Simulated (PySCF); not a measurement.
Gas-phase reaction: SiF(OH)₃ + c-Si₃H₆ = SiH₃F + 6 H + 3 SiO

Energies from PySCF, thermal terms from the rigid-rotor harmonic-oscillator model, ideal gas at 1 bar. † marks an energy on the PBE0/def2-TZVP geometry and frequencies; other levels use their own. MP2 and CCSD(T) freeze the core. 6-31G* has spherical d functions here. Open shells (unrestricted): H (multiplicity 2); the rest are closed-shell singlets. B3LYP is the form with VWN-RPA correlation. SiF(OH)₃, c-Si₃H₆: computed as isolated molecules; such fragments, hydroxides, amides, oligomers or adducts are transient or little studied in the gas. MP2 isn't extrapolated to the basis-set limit. CCSD(T) isn't extrapolated to the basis-set limit. Warning, large T1 diagnostic: SiO (CCSD(T)/def2-SVP†). Warning, point group unlike the PBE0 one: SiF(OH)₃ (B3LYP/6-31G*).

```
level               ΔH°(298 K), kJ
------------------  --------------
B3LYP/6-31G*                  1732
CCSD(T)/def2-SVP†                ?
M06-2X/def2-TZVP†             1820
MP2/def2-TZVPP†               1715
PBE/def2-TZVP†                   ?
PBE0/def2-QZVP†               1850
PBE0/def2-SVP†                1863
PBE0/def2-TZVP                1844
LDA/def2-TZVP†                   ?
ωB97M-V/def2-TZVP†            1784
ωB97X-V/def2-TZVP†               ?
```

Problem. Complete the blanks.

Solution. 
- CCSD(T)/def2-SVP†, ΔH°(298 K), kJ: 1688
- PBE/def2-TZVP†, ΔH°(298 K), kJ: 1755
- LDA/def2-TZVP†, ΔH°(298 K), kJ: 2044
- ωB97X-V/def2-TZVP†, ΔH°(298 K), kJ: 1850
